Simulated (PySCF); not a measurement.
Gas-phase reaction: C4H10 (n-butane) + C6H6 → 2 C5H8 (cyclic)

Method: PySCF energies plus ideal-gas RRHO corrections (1 bar). 'Table' is the NASA 1993 thermochemical table (part measured, part estimated). S°(298 K) at PBE0/def2-TZVP differs from the NASA 1993 table for C4H10 (n-butane) (-9 J/mol/K); whether the harmonic model or the table's entry is off was not settled. † marks an energy on the PBE0/def2-TZVP geometry and frequencies. MP2 freezes the core. All species are closed-shell singlets. B3LYP is the form with VWN-RPA correlation. MP2 isn't extrapolated to the basis-set limit; its ΔH°(298 K) is 130.3 kJ in def2-SVP and 129.4 kJ in def2-TZVPP. The harmonic model lacks anharmonicity and excited electronic states, which grow with temperature; levels with a mode under 35 cm⁻¹ are left out. Internal rotation in C4H10 (n-butane) is treated as a harmonic vibration of one conformer, which makes the entropy rough. The table's entry may be an old estimate for C5H8 (cyclic) (not checked at source).

| level | ΔH°(298 K), kJ | minus table | ΔG°(600 K), kJ |
|---|---|---|---|
| table | 110.7 | - | 110.2 |
| B3LYP/def2-TZVP† | 143.1 | 32.4 | 137.8 |
| BLYP/def2-TZVP† | 152.7 | 42.0 | 147.4 |
| HF/def2-TZVP† | 128.2 | 17.5 | 122.8 |
| MP2/def2-SVP† | 130.3 | 19.6 | 124.9 |
| PBE/def2-TZVP† | 124.8 | 14.1 | 119.5 |
| LDA/def2-TZVP† | 106.3 | -4.4 | 101.0 |
| ωB97M-V/def2-TZVP† | 113.9 | 3.2 | 108.6 |
| ωB97X-V/def2-TZVP† | 106.0 | -4.7 | 100.6 |
